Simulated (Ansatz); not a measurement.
Worked example: building the atomization energy of C2H4, singlet

Measured: the G2/97 heats of formation, with zero-point and thermal terms from B3LYP taken off, give an electronic atomization energy of 563.5 kcal/mol (Curtiss et al., J. Chem. Phys. 106, 1063 (1997); Staroverov et al., J. Chem. Phys. 119, 12129 (2003)). The calculation below tries to reproduce it.

Geometry (MP2(full)/6-31G*, from the G2/97 set):

```yaml
atoms:
  - { symbol: C, position_ang: [0.0000, 0.0000, 0.6675] }
  - { symbol: C, position_ang: [0.0000, 0.0000, -0.6675] }
  - { symbol: H, position_ang: [0.0000, 0.9228, 1.2377] }
  - { symbol: H, position_ang: [0.0000, -0.9228, 1.2377] }
  - { symbol: H, position_ang: [0.0000, 0.9228, -1.2377] }
  - { symbol: H, position_ang: [0.0000, -0.9228, -1.2377] }
```

Atomization energies (atoms less molecule, kcal/mol) from Ansatz 0.2.0, frozen cores, restricted molecule, unrestricted atoms (their steps beyond CCSDT(Q) from restricted open-shell runs), sets cc-pVDZ, cc-pVTZ, cc-pVQZ:

| level | DZ | TZ | QZ |
| --- | --- | --- | --- |
| HF | 420.24 | 427.44 | 428.23 |
| CCSD(T) | 525.24 | 550.97 | 557.76 |
| CCSDT | 525.25 | 550.64 | – |
| CCSDT(Q) | 525.61 | 551.07 | – |
| CCSDTQ | 525.61 | – | – |

**Question.** Extrapolate Hartree–Fock with exp(−5.46 √X) and the CCSD(T) correlation part with X⁻³ (X = 3, 4), add each higher step from the largest set that has it, and compare with the measured value.

**Answer.** Hartree–Fock: 428.23 + (428.23 − 427.44) × 0.301 = 428.47.
Correlation: TZ 123.53, QZ 129.53; (64 × 129.53 − 27 × 123.53) / 37 = 133.91.
Full triples (TZ): 550.64 − 550.97 = -0.33.
(Q) (TZ): 551.07 − 550.64 = 0.43.
Full quadruples (DZ): 525.61 − 525.61 = 0.00.
Sum: 562.5 kcal/mol, 1.0 below the measured 563.5.

The steps beyond CCSD(T) add 0.10 kcal/mol, while going from QZ to the limit adds 4.62. Core correlation, scalar relativity, spin–orbit terms and the relaxation from this MP2 geometry are missing from the sum, and the measured value has its own uncertainty.
